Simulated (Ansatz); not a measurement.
# Worked example: the step energy

An elementary step of BNH$_{3}$F, singlet (BNH₃F ([NH2][BH][F]) → BNH₂ ([BH][NH]) + HF; B–F, N–H broken or loosened, F–H formed or tightened). “Start” and “end” are the PBE0-D4/def2-TZVP structures reached by relaxing down either side of its saddle point, with the molecules still in contact.

Ansatz 0.2.0; basis: def2-TZVPP and def2-QZVPP; cores frozen in the correlated methods.

Energies in eV:

| quantity | end | start |
| --- | --- | --- |
| Hartree–Fock, triple zeta (X = 3) | -4908.94404 | -4911.84085 |
| Hartree–Fock, quadruple zeta (X = 4) | -4909.18114 | -4912.07459 |
| MP2 correlation, X = 3 | -15.69651 | -15.36425 |
| MP2 correlation, X = 4 | -16.98265 | -16.63088 |
| CCSD(T) correlation, X = 3 | -16.62092 | -16.32661 |

Question: Work out the step energy at the basis limit: extrapolate Hartree–Fock as E(X) = E∞ + A exp(−7.88 √X) and the MP2 correlation as E(X) = E∞ + B X^−2.97 (the exponents that Neese and Valeev fitted for def2-TZVPP and QZVPP), then add CCSD(T) − MP2 in triple zeta.

Answer: Each step is linear, so take the differences first (end − start): Hartree–Fock 2.89681 (X = 3) and 2.89345 (X = 4); MP2 correlation -0.33226 and -0.35177; CCSD(T) correlation -0.29431.
Two points give E∞ = E(4) + w [E(4) − E(3)], with w = 1/(exp(7.88 (2 − √3)) − 1) = 0.1377 for Hartree–Fock and w = 1/((4/3)^2.97 − 1) = 0.7407 for the correlation.
Hartree–Fock: 2.89345 + 0.1377 × (-0.00336) = 2.8930 eV.
MP2 correlation: -0.35177 + 0.7407 × (-0.01951) = -0.3662 eV.
CCSD(T) − MP2: -0.29431 − (-0.33226) = 0.0379 eV.
Sum: 2.8930 + (-0.3662) + 0.0379 = 2.5647 eV, or 59.14 kcal/mol. Plain CCSD(T) in triple zeta gives 2.6025 eV, so the larger basis shifts the result by -0.0378 eV.

The T1 diagnostic stays at or below 0.016.

Labels in which every atom is bracketed show which atoms are joined, not bond orders.

For scale, one of the runs: CCSD(T)/def2-TZVPP, 135 basis functions, launched by `ansatz run in.yaml --threads 2 --pin off --events-out ev --progress --plain --max-ram 4352MiB`. The run took 8 s on 2 CPU threads of an Intel Xeon Platinum 8259CL (shared host), with 0.77 GiB of host memory at its peak.
